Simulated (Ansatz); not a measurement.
Conformers of `FC(F)C1CO1`, each relaxed with PBE0-D4/def2-TZVP in Ansatz. CBS adds the triple-zeta coupled-cluster correction to the MP2 limit.

Not all of them had a frequency check.

Conformer A:

Z-matrix (Å, degrees):
```
C
F 1 1.357
C 1 1.496 2 109.6
F 1 1.355 2 107.2 3 119.6
H 1 1.095 2 109.0 3 -123.3
C 3 1.456 1 119.7 2 -90.4
O 3 1.412 1 115.0 2 -157.8
H 3 1.088 1 114.7 2 63.8
H 6 1.086 3 119.0 1 153.0
H 6 1.087 3 119.6 1 0.4
```

Conformer B:

```xyz
10

F     0.471    1.310   -1.644
C    -0.094    0.151   -1.216
F     0.791   -0.847   -1.431
C    -0.423    0.287    0.244
C     0.395   -0.339    1.273
O    -0.856   -0.889    0.885
H    -0.979   -0.046   -1.830
H    -0.987    1.189    0.475
H     0.418    0.104    2.264
H     1.264   -0.919    0.981
```

(1) Which is lowest in electronic energy at CCSD(T)/CBS (frozen core, def2 sets), and by how much? (Best estimate.)

(2) Give the energies relative to A (kJ/mol) with PBE0-D4/def2-TZVPP, ωB97X-V/def2-TZVPP, HF/def2-TZVPP, SCS-MP2/def2-TZVPP, HF/def2-QZVPP, SCS-MP2/def2-QZVPP, CCSD/CBS(def2). (Best estimate.)

Results:

(1) The calculation gave: A; B lies 1.7 kJ/mol higher. Gaps under about 2 kJ/mol don't settle the order.

(2) The calculation gave: 
```tsv
level	B
PBE0-D4/def2-TZVPP	2.1
ωB97X-V/def2-TZVPP	1.6
HF/def2-TZVPP	1.8
SCS-MP2/def2-TZVPP	2.1
HF/def2-QZVPP	1.9
SCS-MP2/def2-QZVPP	2.1
CCSD/CBS(def2)	1.6
```
